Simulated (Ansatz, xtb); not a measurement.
# CH6OSi+: where a starting geometry ends

The starting geometry of this gas-phase doublet has its atoms placed at random.

```xyz
9

C    -0.4873   -0.3089   -2.3022
O    -0.1444   -1.5125    0.2438
Si    0.2379    0.0626   -0.5568
H    -0.1910    1.1386    0.2044
H    -1.0501   -0.5875   -0.1638
H    -0.0016   -0.7863    1.1665
H     1.4156    1.0568   -0.2509
H    -0.4931   -1.4289   -0.9139
H    -1.0236    0.4887   -0.7325
```

Q: Guess where an optimisation with r2SCAN-D4/def2-SVP ends from this start.

A: It ends as `[CH2][SiH2][OH2+]`. Distances that change by over a tenth: O2–H6 (1.18 → 0.98 Å). Contacts that open: O2–H8 (1.21 → 3.37 Å), Si3–H5 (1.50 → 2.56 Å), Si3–H8 (1.70 → 2.58 Å), Si3–H9 (1.34 → 2.57 Å). Contacts that close: C1–H8 (1.78 → 1.10 Å), C1–H9 (1.84 → 1.10 Å), O2–H5 (1.36 → 0.98 Å).

The energy falls by 15.30 eV over 22 steps:

| step | E − E(last) (eV) |
| --- | --- |
| 1 | 15.300 |
| 3 | 8.578 |
| 6 | 2.677 |
| 8 | 1.040 |
| 10 | 0.347 |
| 13 | 0.032 |
| 15 | 0.004 |
| 17 | 0.000 |
| 20 | 0.000 |
| 22 | 0.000 |

Final geometry (Å):

| atom | x (Å) | y (Å) | z (Å) |
| --- | --- | --- | --- |
| C | -0.7058 | -0.1308 | -1.8494 |
| O | -0.0955 | -0.9703 | 0.8850 |
| Si | 0.1699 | 0.4233 | -0.3538 |
| H | -0.4228 | 1.5760 | 0.3533 |
| H | -0.9732 | -1.2846 | 1.1738 |
| H | 0.5896 | -1.2561 | 1.5189 |
| H | 1.6448 | 0.3425 | -0.3411 |
| H | -0.3373 | -0.9516 | -2.4765 |
| H | -1.6074 | 0.3743 | -2.2155 |

From the same start GFN2-xTB reaches the same bonding as this run.

From so rough a start the end depends on the optimiser's path, so another program may land elsewhere. No frequencies were run, so the end isn't proven a minimum. Open shells are spin-unrestricted. Run with Ansatz 0.2.0, 73 s on 1 thread of Intel(R) Xeon(R) 6975P-C (Granite Rapids), on a shared host.
